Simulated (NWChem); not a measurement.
A series in which one site is exchanged, each optimised at PBE0/def2-SVP with NWChem, gas phase unless a solvent is named. This build's default masses of Se (78.918 u) and Br (79.917 u) are each other's, which moves their modes by up to 0.6 %.

A: ClB(F)Cl (BCl2F; site = F)
B: ClBCl (BHCl2; site = H)
C: B(Cl)(Cl)Br (BBrCl$_{2}$; site = Br)
D: ClB(Cl)Cl (BCl₃; site = Cl)

### Question
Rank them by static polarisability, PBE0/def2-SVPD (bohr³), lowest first.

### Answer
A (41.2), B (42.4), D (54.9), C (62.6)
